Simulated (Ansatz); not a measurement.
Input for Ansatz (development build ahead of 0.2.0):

```yaml
crystal:
  periodic: [false, false, false]
  atoms:
    - { symbol: C, position_ang: [0.0, 0.0, -0.28091] }
    - { symbol: O, position_ang: [0.0, 1.04142, 0.19004] }
    - { symbol: O, position_ang: [0.0, -1.04142, 0.19004] }
    - { symbol: H, position_ang: [0.0, 0.0, -1.35519] }
basis:
  gaussian: { orbitals: def2-TZVP }
total_charge: -1
hamiltonian:
  xc: hf
correlation:
  method: mp2
  frozen_orbitals: { C: 1, H: 0, O: 1 }
```

The input is written out in the form of the current development build from the run's settings.

Results

```json
{
 "Converged": "yes",
 "Reference energy": "-188.24814 hartree",
 "Correlation energy": "-0.61648 hartree",
 "Total energy": "-188.86462 hartree",
 "Spin squared of the determinant": "0.000"
}
```

Caution: no unrestricted run beside it, a lower state can exist; no diffuse functions for an anion.
